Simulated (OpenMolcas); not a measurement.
**BH3 (borane): levels of theory compared**

We compute a comparison of 6 runs (B2PLYP/3-21G, B3LYP/3-21G, PBE/3-21G, PBE0/3-21G, MP2/3-21G, ACPF/3-21G) of BH3 (borane). 

Program for the calculation: OpenMolcas 26.06.

**1. The system as given**

BH3: 4 atoms, total charge 0, spin state singlet. As SMILES, `B`. The shape is that of a PBE0-D4/def2-TZVP optimisation.

Bond lengths: B1–H2 1.193 Å, B1–H3 1.193 Å, B1–H4 1.193 Å. Angles: H2–B1–H3 120.0°, H2–B1–H4 120.0°, H3–B1–H4 120.0°.

**2. The energy at B2PLYP/3-21G (run 1)**

test.inp

```
&GATEWAY
  BASLIB=$CurrDir
  COORD
  4
  bohr
  B      0.02626719    -0.02853486    -0.00963760
  H      1.85608900     0.72130846     1.07487622
  H     -0.52194236    -2.21438107     0.08125822
  H     -1.25553404     1.40765699    -1.18466931
  BASIS=3-21G
  GROUP=NoSym

&SEWARD
  GRIDINPUT
  Grid=UltraFine
  End of Grid

&SCF
  KSDFT=B2PLYP_SCF
  THRESHOLDS=1e-10 1e-07 1e-07 1e-05
  PRORBITALS=1 1

&MBPT2
  FROZEN=1
```

The basis set 3-21G is read from a file made from the Basis Set Exchange's data (not shown).

Command:

```
export MOLCAS_MEM=1860
pymolcas test.inp > test.log
```

Log:

```text
--- Start Module: gateway ---
[...]
--- Stop Module: gateway /rc=_RC_ALL_IS_WELL_ ---
[...]
      Basis functions           15
[...]
--- Start Module: scf ---
[...]
       Convergence after   8 Iterations
[...]
::    Total KS-DFT energy                             -26.3818487098
[...]
      Total spin, S                                     0.0000000000
[...]
      Total electronic charge=    8.000000
      Total            charge=   -0.000000
[...]
      Dipole Moment (debye):
      Origin of the operator (angstrom)=    0.0139   -0.0151   -0.0051
                   X=  7.9165E-05               Y= -3.9709E-05               Z= -1.7975E-04           Total=  2.0039E-04
      Quadrupole Moment (debye*angstrom):
[...]
--- Stop Module: scf /rc=_RC_ALL_IS_WELL_ ---
[...]
--- Start Module: mbpt2 ---
[...]
 ###    WARNING: MP2 implementation intended for RHF references only         ###
 ###############################################################################
MBPT2 WARNING: Reference function according to RunFile:KS-DFT
I'll assume you know what you're doing and continue
WARNING!
Default frozen orbitals as non valence orbitals is overwritten by user input.
Default values:   1
[...]
       Reference weight ( Cref**2 )         =        0.96567
::    Total MBPT2 energy                              -26.4498606851
[...]
      Total MBPT2 calculations                           0.03      0.04
--- Stop Module: mbpt2 /rc=_RC_ALL_IS_WELL_ ---
[...]
```

It took 3.3 s on 1 thread of Arm Neoverse V1, shared host; peak memory 0.37 GiB.

**3. A single-point energy at B3LYP/3-21G (run 2)**

test.inp

```
* BH3 Kohn-Sham DFT
&gateway
baslib
$CurrDir
coord
4
bohr
B      0.02626719    -0.02853486    -0.00963760
H      1.85608900     0.72130846     1.07487622
H     -0.52194236    -2.21438107     0.08125822
H     -1.25553404     1.40765699    -1.18466931
basis
3-21G
group
NoSym
&seward
gridinput
Grid=UltraFine
End of Grid
&scf
ksdft
B3LYP
thresholds
1e-10 1e-07 1e-07 1e-05
prorbitals
1 1
```

The basis set 3-21G is read from a file made from the Basis Set Exchange's data (not shown).

Command:

```
export MOLCAS_MEM=1860
pymolcas test.inp > test.log
```

Log:

```text
--- Start Module: gateway ---
[...]
--- Stop Module: gateway /rc=_RC_ALL_IS_WELL_ ---
--- Start Module: seward ---
[...]
      Basis functions           15
--- Stop Module: seward /rc=_RC_ALL_IS_WELL_ ---
--- Start Module: scf ---
[...]
       Convergence after   8 Iterations
[...]
::    Total KS-DFT energy                             -26.4622627792
[...]
      Total spin, S                                     0.0000000000
[...]
      Total electronic charge=    8.000000
      Total            charge=   -0.000000
[...]
      Dipole Moment (debye):
      Origin of the operator (angstrom)=    0.0139   -0.0151   -0.0051
                   X=  7.1571E-05               Y= -3.2414E-05               Z= -1.6463E-04           Total=  1.8242E-04
      Quadrupole Moment (debye*angstrom):
[...]
--- Stop Module: scf /rc=_RC_ALL_IS_WELL_ ---
[...]
```

Run time: 3.6 s. Hardware: 1 thread of Arm Neoverse V1, shared host; peak memory 0.37 GiB.

Runs 3 to 4 aren't shown in full; the table further down has their settings and results.

**4. A single-point energy at MP2/3-21G (run 5)**

test.input

```
* BH3 MP2
&GATEWAY
BASLIB=$CurrDir
COORD
4
bohr
B      0.02626719    -0.02853486    -0.00963760
H      1.85608900     0.72130846     1.07487622
H     -0.52194236    -2.21438107     0.08125822
H     -1.25553404     1.40765699    -1.18466931
BASIS=3-21G
GROUP=NoSym
&SEWARD
&SCF
THRESHOLDS=1e-10 1e-07 1e-07 1e-05
PRORBITALS=1 1
&MBPT2
FROZEN=1
```

The basis set 3-21G is read from a file made from the Basis Set Exchange's data (not shown).

Command:

```
export MOLCAS_MEM=1860
pymolcas test.input > test.log
```

Log:

```text
--- Start Module: gateway ---
[...]
--- Stop Module: gateway /rc=_RC_ALL_IS_WELL_ ---
[...]
      Basis functions           15
[...]
--- Start Module: scf ---
[...]
       Convergence after   8 Iterations
[...]
::    Total SCF energy                                -26.2372526980
[...]
      Total spin, S                                     0.0000000000
[...]
      Total electronic charge=    8.000000
      Total            charge=   -0.000000
[...]
      Dipole Moment (debye):
      Origin of the operator (angstrom)=    0.0139   -0.0151   -0.0051
                   X=  8.9959E-05               Y= -4.9718E-05               Z= -2.0274E-04           Total=  2.2730E-04
      Quadrupole Moment (debye*angstrom):
[...]
--- Stop Module: scf /rc=_RC_ALL_IS_WELL_ ---
--- Start Module: mbpt2 ---
[...]
WARNING!
Default frozen orbitals as non valence orbitals is overwritten by user input.
Default values:   1
[...]
       Reference weight ( Cref**2 )         =        0.97753
::    Total MBPT2 energy                              -26.2924075603
[...]
      Total MBPT2 calculations                           0.03      0.04
--- Stop Module: mbpt2 /rc=_RC_ALL_IS_WELL_ ---
[...]
```

Wall time 1.6 s (1 thread of Arm Neoverse V1, shared host); peak memory 0.37 GiB.

**5. A single-point energy at ACPF/3-21G (run 6)**

test.inp

```
* BH3 ACPF
>>> EXPORT MOLCAS_PRINT=2

&gateway
 baslib = $CurrDir
 coord
 4
 bohr
 B      0.02626719    -0.02853486    -0.00963760
 H      1.85608900     0.72130846     1.07487622
 H     -0.52194236    -2.21438107     0.08125822
 H     -1.25553404     1.40765699    -1.18466931
 basis = 3-21G
 group = NoSym

&seward

&scf
 thresholds = 1e-10 1e-07 1e-07 1e-05
 prorbitals = 1 1

&motra
 frozen = 1

&guga
 electrons = 6
 spin = 1
 inactive = 3
 active = 0
 ciall = 1

&cpf
 acpf
```

The basis set 3-21G is read from a file made from the Basis Set Exchange's data (not shown).

Command:

```
export MOLCAS_MEM=1860
pymolcas test.inp > test.log
```

Log:

```text
--- Start Module: gateway ---
[...]
--- Stop Module: gateway /rc=_RC_ALL_IS_WELL_ ---
[...]
      Basis functions           15
[...]
       Convergence after   8 Iterations
[...]
::    Total SCF energy                                -26.2372526980
[...]
      Total spin, S                                     0.0000000000
[...]
      *** WARNING: Default frozen orbitals is overwritten by user input.
      *** Default values:   1
[...]
--- Start Module: guga ---
[...]
--- Stop Module: guga /rc=_RC_ALL_IS_WELL_ ---
--- Start Module: cpf ---
[...]
      Active orbitals                            0       0
[...]
      Spin quantum number                      0.0
[...]
     FINAL ACPF ENERGY         -26.30926911
     FINAL CORRELATION ENERGY   -0.07201641  REFERENCE ENERGY     -26.23725270
[...]
      Title:  ACPF natural orbitals
[...]
      Total electronic charge=    8.000000
      Total            charge=   -0.000000
[...]
      Dipole Moment (debye):
      Origin of the operator (angstrom)=    0.0139   -0.0151   -0.0051
                   X=  7.3336E-05               Y= -4.0340E-05               Z= -1.6261E-04           Total=  1.8288E-04
      Quadrupole Moment (debye*angstrom):
[...]
--- Stop Module: cpf /rc=_RC_ALL_IS_WELL_ ---
[...]
```

It took 1.8 s on 1 thread of Arm Neoverse V1, shared host; peak memory 0.37 GiB.

**6. All runs side by side**

| run | level | frozen core orbitals | integration grid | energy (Eh) | dipole moment (D) of the reference | HOMO energy (eV) | LUMO energy (eV) | wall time |
| --- | --- | --- | --- | --- | --- | --- | --- | --- |
| 1 | B2PLYP/3-21G | 1 | UltraFine | -26.400212 | 0.00 | -11.32 | -0.30 | 3.3 s |
| 2 | B3LYP/3-21G | – | UltraFine | -26.462263 | 0.00 | -9.71 | -2.03 | 3.6 s |
| 3 | PBE/3-21G | – | UltraFine | -26.392590 | 0.00 | -8.45 | -2.91 | 3.3 s |
| 4 | PBE0/3-21G | – | UltraFine | -26.406305 | 0.00 | -9.96 | -1.82 | 3.3 s |
| 5 | MP2/3-21G | 1 | – | -26.292408 | 0.00 | -13.57 | 2.09 | 1.6 s |
| 6 | ACPF/3-21G | 1 | – | -26.309269 | 0.00 | -13.57 | 2.09 | 1.8 s |

**7. Summary of results**

| quantity | value |
| --- | --- |
| run 6: total energy | -26.30927 Eh |
| run 6: dipole moment (mean-field density) | 0.00 D |
| run 6: HOMO energy (Hartree–Fock orbitals) | -13.57 eV |
| run 6: LUMO energy (Hartree–Fock orbitals) | 2.09 eV |
| run 6: HOMO–LUMO gap (Hartree–Fock orbitals) | 15.66 eV |
| run 6: correlation energy (1 core orbital frozen) | -72.0 mEh |

In words: Over runs 1, 2, 3, 4 the HOMO–LUMO gap runs from 5.54 eV (PBE/3-21G) to 11.02 eV (B2PLYP/3-21G). A double hybrid's value is that of its SCF part. For B2PLYP the log adds the whole second-order term; the table takes 0.27 of it, as the functional is defined. Totals of different functionals can't be ranked against each other. All runs together took 17 s, the longest 3.6 s.
